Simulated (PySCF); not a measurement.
# The first ionisation energy along group 13

Calculated with PySCF 2.14 from differences of total energies of unrestricted determinants, without spin-orbit coupling. Values in eV. The last column holds reference values (NIST; (s) semi-empirical, (t) theoretical, else measured). Unmarked ones compare directly (S terms, centres of terms, or small fine structure); those marked * lie between the lowest fine-structure levels and include a spin-orbit shift.

| element | configurations | UHF | MP2 (valence) | CCSD (valence) | CCSD(T) (valence) | r2SCAN | M06-2X | reference |
| --- | --- | --- | --- | --- | --- | --- | --- | --- |
| B (x2c-SVPall, spin-free X2C) | [He] 2s2 2p1 → [He] 2s2 | 8.123 | 8.205 | 8.058 | 8.081 | 8.843 | 8.429 | 8.297 |
| Al (x2c-SVPall, spin-free X2C) | [Ne] 3s2 3p1 → [Ne] 3s2 | 5.548 | 5.647 | 5.696 | 5.711 | 6.145 | 5.761 | 5.977 |
| In (x2c-SVPall, spin-free X2C) | [Kr] 4d10 5s2 5p1 → [Kr] 4d10 5s2 | 5.163 | 5.277 | 5.330 | 5.340 | 5.711 | 5.530 | 5.603 |

```tsv
method	elements	mean error (eV)	mean absolute error (eV)	largest error (eV)
UHF	3	-0.348	0.348	-0.440
MP2 (valence)	3	-0.249	0.249	-0.330
CCSD (valence)	3	-0.264	0.264	-0.281
CCSD(T) (valence)	3	-0.248	0.248	-0.265
r2SCAN	3	0.274	0.274	0.547
M06-2X	3	-0.052	0.140	-0.215
```

Errors include the incompleteness of the basis and the frozen core.

"Valence" correlates the outer s and p shells and, in groups 3 to 12 and the f block, the outer d or f shell, open or full, or the next shell where the ion has no valence electron left; the wider scheme adds the next inner shell.
